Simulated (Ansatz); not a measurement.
Born–Oppenheimer molecular dynamics of CH4FSi (7 atoms, charge 0, multiplicity 2). It starts from a relaxed structure.

Method: Ansatz, UKS B3LYP/STO-3G.

```yaml
ensemble: NVE (velocity Verlet)
time_step: 1 fs
steps_asked: 266
starting_velocities_drawn_for: 400 K
masses: H 3.016 u
seed: 345164
```

First frame:

```xyz
7
Properties=species:S:1:pos:R:3
C -0.871 0.287 -0.616
Si 0.601 -0.175 0.402
F 0.681 -1.810 0.573
H -1.554 -0.452 -1.048
H -1.125 1.329 -0.837
H 0.513 0.447 1.713
H 1.817 0.306 -0.233
```

Problem. What does the run give?

Solution. All steps were run.

* steps done: 266
* time covered: 266 fs
* mean temperature over the second half: 232 K
* spread of the potential energy over the second half: 5.1 meV per atom
* mean potential energy of the second half above the start: 15.8 meV per atom

The conserved energy stayed within 0.61 meV per atom of its start (net change 0.13 meV per atom), so the integration is sound. The temperature averaged 0.58 of the 400 K drawn at the start: a run that starts near a minimum puts about half its kinetic energy into the potential. A run of 0.27 ps of so small a system gives no equilibrium averages. Limits of this set-up: minimal basis.

Problem. What happens to the structure?

Solution. The same pairs are bonded in the first frame and the last. Pairs count as bonded within 1.25 times the sum of covalent radii (0.12 Å more for H–H). This is one draw of velocities; another would differ in detail.

Problem. How do temperature and energy run in time?

Solution. 
```tsv
time (fs)	T (K)	potential energy less start (eV)	conserved less start (meV/atom)
0.0	400	0.000	0.00
13.0	132	0.176	0.37
26.0	205	0.130	0.55
39.0	214	0.122	0.31
52.0	241	0.103	0.10
65.0	308	0.061	0.23
78.0	115	0.188	0.61
91.0	308	0.062	0.29
104.0	258	0.092	0.11
117.0	281	0.079	0.25
130.0	177	0.148	0.55
143.0	271	0.086	0.36
156.0	272	0.083	0.05
169.0	318	0.055	0.20
182.0	127	0.180	0.55
195.0	244	0.104	0.40
208.0	266	0.087	0.06
221.0	280	0.079	0.18
234.0	155	0.162	0.54
247.0	195	0.135	0.42
260.0	245	0.101	0.09
```

The run took 5.6 min on 1 thread of Arm Neoverse V1, with other jobs on the host, peak memory 0.09 GiB.
